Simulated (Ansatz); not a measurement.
# Molecular dynamics of C3H7N

input.yaml

```yaml
crystal:
  periodic: [false, false, false]
  atoms:
    - { symbol: C, position_ang: [-0.352588, 1.435658, -0.118136] }
    - { symbol: C, position_ang: [0.019242, 0.155957, -0.139977] }
    - { symbol: C, position_ang: [-0.200866, -0.776289, 1.021057] }
    - { symbol: "N", position_ang: [0.640262, -0.440721, -1.223043] }
    - { symbol: H, position_ang: [-0.188927, 2.089195, -0.954439] }
    - { symbol: H, position_ang: [-0.830925, 1.857146, 0.741975] }
    - { symbol: H, position_ang: [-0.817969, -1.618307, 0.722688] }
    - { symbol: H, position_ang: [0.745427, -1.170968, 1.378156] }
    - { symbol: H, position_ang: [-0.689404, -0.270247, 1.840209] }
    - { symbol: H, position_ang: [0.838599, 0.075455, -2.043912] }
    - { symbol: H, position_ang: [0.902449, -1.393879, -1.203977] }
magnetization:
  spin_polarized: true
basis:
  gaussian: { orbitals: "6-31G" }
hamiltonian:
  xc: hf
md:
  timestep: 1.0
  n_steps: 166
  ensemble: nve_milne
  temperature: 3000.0
  initial_velocities: maxwell_boltzmann
  seed: 535616
  masses: [{ species: H, mass: 2.014 }]
```

Command:

```bash
$ ansatz run input.yaml --threads 1 --pin off --max-ram 2048MiB --backend cpu --events-out ev --progress --plain --runs-dir out
```

It starts from a relaxed structure.

Output, in part (one step line in 3, the closing report, with atoms numbered from 0):

```
md step     0: t =     0.00 fs  T =  3000.0 K  F+E_penalty+E_count = -4681.46428892 eV  E_kin = 3.490020 eV  conserved = -4677.97426895 eV  (62 SCF iters)
md step     3: t =     3.00 fs  T =  1694.9 K  F+E_penalty+E_count = -4679.94811777 eV  E_kin = 1.971691 eV  conserved = -4677.97642716 eV  (35 SCF iters)
md step     6: t =     6.00 fs  T =   929.0 K  F+E_penalty+E_count = -4679.05107255 eV  E_kin = 1.080686 eV  conserved = -4677.97038621 eV  (36 SCF iters)
md step     9: t =     9.00 fs  T =   726.7 K  F+E_penalty+E_count = -4678.81971644 eV  E_kin = 0.845431 eV  conserved = -4677.97428556 eV  (39 SCF iters)
md step    12: t =    12.00 fs  T =  1318.2 K  F+E_penalty+E_count = -4679.51537144 eV  E_kin = 1.533506 eV  conserved = -4677.98186586 eV  (38 SCF iters)
md step    15: t =    15.00 fs  T =  2309.8 K  F+E_penalty+E_count = -4680.66320751 eV  E_kin = 2.687117 eV  conserved = -4677.97609029 eV  (38 SCF iters)
md step    18: t =    18.00 fs  T =  1978.7 K  F+E_penalty+E_count = -4680.27425936 eV  E_kin = 2.301853 eV  conserved = -4677.97240660 eV  (40 SCF iters)
md step    21: t =    21.00 fs  T =  1400.4 K  F+E_penalty+E_count = -4679.60262086 eV  E_kin = 1.629135 eV  conserved = -4677.97348630 eV  (40 SCF iters)
md step    24: t =    24.00 fs  T =  1167.8 K  F+E_penalty+E_count = -4679.33769915 eV  E_kin = 1.358600 eV  conserved = -4677.97909952 eV  (107 SCF iters)
md step    27: t =    27.00 fs  T =   955.5 K  F+E_penalty+E_count = -4679.09247321 eV  E_kin = 1.111575 eV  conserved = -4677.98089800 eV  (123 SCF iters)
md step    30: t =    30.00 fs  T =  1443.8 K  F+E_penalty+E_count = -4679.65357921 eV  E_kin = 1.679602 eV  conserved = -4677.97397703 eV  (68 SCF iters)
md step    33: t =    33.00 fs  T =  1412.7 K  F+E_penalty+E_count = -4679.61700511 eV  E_kin = 1.643471 eV  conserved = -4677.97353377 eV  (48 SCF iters)
md step    36: t =    36.00 fs  T =  1526.6 K  F+E_penalty+E_count = -4679.75244392 eV  E_kin = 1.775958 eV  conserved = -4677.97648563 eV  (58 SCF iters)
md step    39: t =    39.00 fs  T =  1775.8 K  F+E_penalty+E_count = -4680.04449874 eV  E_kin = 2.065828 eV  conserved = -4677.97867023 eV  (41 SCF iters)
md step    42: t =    42.00 fs  T =  1766.7 K  F+E_penalty+E_count = -4680.03223880 eV  E_kin = 2.055255 eV  conserved = -4677.97698383 eV  (45 SCF iters)
md step    45: t =    45.00 fs  T =  1268.9 K  F+E_penalty+E_count = -4679.45146136 eV  E_kin = 1.476188 eV  conserved = -4677.97527288 eV  (42 SCF iters)
md step    48: t =    48.00 fs  T =  1102.8 K  F+E_penalty+E_count = -4679.25623671 eV  E_kin = 1.282960 eV  conserved = -4677.97327625 eV  (53 SCF iters)
md step    51: t =    51.00 fs  T =   987.0 K  F+E_penalty+E_count = -4679.12483405 eV  E_kin = 1.148263 eV  conserved = -4677.97657107 eV  (36 SCF iters)
md step    54: t =    54.00 fs  T =  1827.8 K  F+E_penalty+E_count = -4680.10322796 eV  E_kin = 2.126372 eV  conserved = -4677.97685573 eV  (34 SCF iters)
md step    57: t =    57.00 fs  T =  2040.7 K  F+E_penalty+E_count = -4680.35072816 eV  E_kin = 2.374006 eV  conserved = -4677.97672220 eV  (34 SCF iters)
md step    60: t =    60.00 fs  T =  1648.6 K  F+E_penalty+E_count = -4679.89124502 eV  E_kin = 1.917851 eV  conserved = -4677.97339401 eV  (39 SCF iters)
md step    63: t =    63.00 fs  T =   842.3 K  F+E_penalty+E_count = -4678.95332486 eV  E_kin = 0.979885 eV  conserved = -4677.97344028 eV  (40 SCF iters)
md step    66: t =    66.00 fs  T =   958.1 K  F+E_penalty+E_count = -4679.09110787 eV  E_kin = 1.114651 eV  conserved = -4677.97645724 eV  (46 SCF iters)
md step    69: t =    69.00 fs  T =  1648.6 K  F+E_penalty+E_count = -4679.89598757 eV  E_kin = 1.917825 eV  conserved = -4677.97816287 eV  (76 SCF iters)
md step    72: t =    72.00 fs  T =  2121.5 K  F+E_penalty+E_count = -4680.44671875 eV  E_kin = 2.467996 eV  conserved = -4677.97872250 eV  (37 SCF iters)
md step    75: t =    75.00 fs  T =  1455.4 K  F+E_penalty+E_count = -4679.66782134 eV  E_kin = 1.693105 eV  conserved = -4677.97471618 eV  (37 SCF iters)
md step    78: t =    78.00 fs  T =  1060.0 K  F+E_penalty+E_count = -4679.20488422 eV  E_kin = 1.233187 eV  conserved = -4677.97169770 eV  (87 SCF iters)
md step    81: t =    81.00 fs  T =  1075.4 K  F+E_penalty+E_count = -4679.22339113 eV  E_kin = 1.251075 eV  conserved = -4677.97231619 eV  (68 SCF iters)
md step    84: t =    84.00 fs  T =  1612.7 K  F+E_penalty+E_count = -4679.85419805 eV  E_kin = 1.876135 eV  conserved = -4677.97806254 eV  (46 SCF iters)
md step    87: t =    87.00 fs  T =  1768.1 K  F+E_penalty+E_count = -4680.03714059 eV  E_kin = 2.056862 eV  conserved = -4677.98027891 eV  (55 SCF iters)
md step    90: t =    90.00 fs  T =  1638.6 K  F+E_penalty+E_count = -4679.87760885 eV  E_kin = 1.906240 eV  conserved = -4677.97136917 eV  (74 SCF iters)
md step    93: t =    93.00 fs  T =  1240.6 K  F+E_penalty+E_count = -4679.41224316 eV  E_kin = 1.443183 eV  conserved = -4677.96905984 eV  (39 SCF iters)
md step    96: t =    96.00 fs  T =  1211.5 K  F+E_penalty+E_count = -4679.38370256 eV  E_kin = 1.409440 eV  conserved = -4677.97426288 eV  (74 SCF iters)
md step    99: t =    99.00 fs  T =  1523.3 K  F+E_penalty+E_count = -4679.75634901 eV  E_kin = 1.772116 eV  conserved = -4677.98423255 eV  (44 SCF iters)
md step   102: t =   102.00 fs  T =  1359.6 K  F+E_penalty+E_count = -4679.56488203 eV  E_kin = 1.581728 eV  conserved = -4677.98315400 eV  (38 SCF iters)
md step   105: t =   105.00 fs  T =  1735.0 K  F+E_penalty+E_count = -4679.98681521 eV  E_kin = 2.018347 eV  conserved = -4677.96846814 eV  (36 SCF iters)
md step   108: t =   108.00 fs  T =  1715.0 K  F+E_penalty+E_count = -4679.96141543 eV  E_kin = 1.995103 eV  conserved = -4677.96631272 eV  (35 SCF iters)
md step   111: t =   111.00 fs  T =  1326.2 K  F+E_penalty+E_count = -4679.52042788 eV  E_kin = 1.542849 eV  conserved = -4677.97757894 eV  (88 SCF iters)
md step   114: t =   114.00 fs  T =  1676.6 K  F+E_penalty+E_count = -4679.93595796 eV  E_kin = 1.950424 eV  conserved = -4677.98553410 eV  (63 SCF iters)
md step   117: t =   117.00 fs  T =  1061.0 K  F+E_penalty+E_count = -4679.21188026 eV  E_kin = 1.234338 eV  conserved = -4677.97754214 eV  (45 SCF iters)
md step   120: t =   120.00 fs  T =  1149.4 K  F+E_penalty+E_count = -4679.30234567 eV  E_kin = 1.337123 eV  conserved = -4677.96522272 eV  (45 SCF iters)
md step   123: t =   123.00 fs  T =  1169.7 K  F+E_penalty+E_count = -4679.32752504 eV  E_kin = 1.360814 eV  conserved = -4677.96671084 eV  (42 SCF iters)
md step   126: t =   126.00 fs  T =  1647.8 K  F+E_penalty+E_count = -4679.89311613 eV  E_kin = 1.916927 eV  conserved = -4677.97618932 eV  (42 SCF iters)
md step   129: t =   129.00 fs  T =  2171.0 K  F+E_penalty+E_count = -4680.50888603 eV  E_kin = 2.525650 eV  conserved = -4677.98323594 eV  (82 SCF iters)
md step   132: t =   132.00 fs  T =  1599.1 K  F+E_penalty+E_count = -4679.83951104 eV  E_kin = 1.860296 eV  conserved = -4677.97921461 eV  (34 SCF iters)
md step   135: t =   135.00 fs  T =  1398.6 K  F+E_penalty+E_count = -4679.59904292 eV  E_kin = 1.627070 eV  conserved = -4677.97197260 eV  (35 SCF iters)
md step   138: t =   138.00 fs  T =  1062.6 K  F+E_penalty+E_count = -4679.20787303 eV  E_kin = 1.236108 eV  conserved = -4677.97176525 eV  (37 SCF iters)
md step   141: t =   141.00 fs  T =  1577.5 K  F+E_penalty+E_count = -4679.81066703 eV  E_kin = 1.835181 eV  conserved = -4677.97548646 eV  (38 SCF iters)
md step   144: t =   144.00 fs  T =  1923.4 K  F+E_penalty+E_count = -4680.21569617 eV  E_kin = 2.237602 eV  conserved = -4677.97809388 eV  (36 SCF iters)
md step   147: t =   147.00 fs  T =  1770.5 K  F+E_penalty+E_count = -4680.03523177 eV  E_kin = 2.059682 eV  conserved = -4677.97554965 eV  (38 SCF iters)
md step   150: t =   150.00 fs  T =  1462.0 K  F+E_penalty+E_count = -4679.67285789 eV  E_kin = 1.700762 eV  conserved = -4677.97209607 eV  (38 SCF iters)
md step   153: t =   153.00 fs  T =  1150.9 K  F+E_penalty+E_count = -4679.31224419 eV  E_kin = 1.338928 eV  conserved = -4677.97331578 eV  (81 SCF iters)
md step   156: t =   156.00 fs  T =  1434.3 K  F+E_penalty+E_count = -4679.64462243 eV  E_kin = 1.668560 eV  conserved = -4677.97606236 eV  (43 SCF iters)
md step   159: t =   159.00 fs  T =  1446.1 K  F+E_penalty+E_count = -4679.66126305 eV  E_kin = 1.682307 eV  conserved = -4677.97895610 eV  (43 SCF iters)
md step   162: t =   162.00 fs  T =  1514.2 K  F+E_penalty+E_count = -4679.73945801 eV  E_kin = 1.761556 eV  conserved = -4677.97790174 eV  (44 SCF iters)
md step   165: t =   165.00 fs  T =  1533.9 K  F+E_penalty+E_count = -4679.75919516 eV  E_kin = 1.784414 eV  conserved = -4677.97478146 eV  (45 SCF iters)
md step   166: t =   166.00 fs  T =  1481.9 K  F+E_penalty+E_count = -4679.70263987 eV  E_kin = 1.723941 eV  conserved = -4677.97869923 eV  (118 SCF iters)
Total energy: -4679.70263987 eV, -171.9758999989 hartree
Atom 0 at    -0.360228     1.514141    -0.111318 Å, force    -0.020989    -4.846097     0.531357 eV/Å
Atom 1 at    -0.066839     0.136817    -0.177142 Å, force     2.657556     0.741124     0.010428 eV/Å
Atom 2 at    -0.209083    -0.826185     1.048314 Å, force     2.166392     1.910509     2.944729 eV/Å
Atom 3 at     0.686509    -0.447490    -1.283570 Å, force    -0.856295     0.565432     1.345144 eV/Å
Atom 4 at    -0.243084     2.119631    -0.917848 Å, force     0.662095     1.435784    -2.298252 eV/Å
Atom 5 at    -1.033602     1.883052     0.589585 Å, force    -0.516936     0.344564     1.485954 eV/Å
Atom 6 at    -0.980618    -1.521163     0.842675 Å, force    -1.495500     0.010855     0.761510 eV/Å
Atom 7 at     0.591966    -1.512956     1.500778 Å, force     0.073978     0.942189    -2.534215 eV/Å
Atom 8 at    -0.136623    -0.166500     2.060242 Å, force    -2.071034    -1.364078    -2.655300 eV/Å
Atom 9 at     1.024066     0.157491    -2.045881 Å, force    -0.464777    -1.445740     1.287357 eV/Å
Atom 10 at     1.023438    -1.400419    -1.109469 Å, force    -0.134489     1.705459    -0.878712 eV/Å
Dipole moment:     0.147206    -0.192798    -0.008016 e Å
```

The run went to its last step. The conserved energy stayed within 1.3 meV per atom of its start (net change -0.4 meV per atom), so the integration is sound. Over the second half the temperature averaged 0.50 of the 3000 K drawn at the start: a run that starts near a minimum puts about half its kinetic energy into the potential. A run of 0.17 ps of so small a system gives no equilibrium averages. Limits of this set-up: no polarisation functions.

The same pairs are bonded in the first frame and the last. Pairs count as bonded within 1.25 times the sum of covalent radii (0.12 Å more for H–H).

Last frame:

```xyz
11
Properties=species:S:1:pos:R:3
C -0.360 1.514 -0.111
C -0.067 0.137 -0.177
C -0.209 -0.826 1.048
N 0.686 -0.448 -1.284
H -0.243 2.120 -0.918
H -1.034 1.883 0.590
H -0.981 -1.521 0.843
H 0.592 -1.513 1.501
H -0.137 -0.167 2.060
H 1.024 0.158 -2.046
H 1.023 -1.400 -1.109
```

Time of the run: 3.5 min on 1 thread of Arm Neoverse V1 (shared host), peak memory 0.094 GiB.
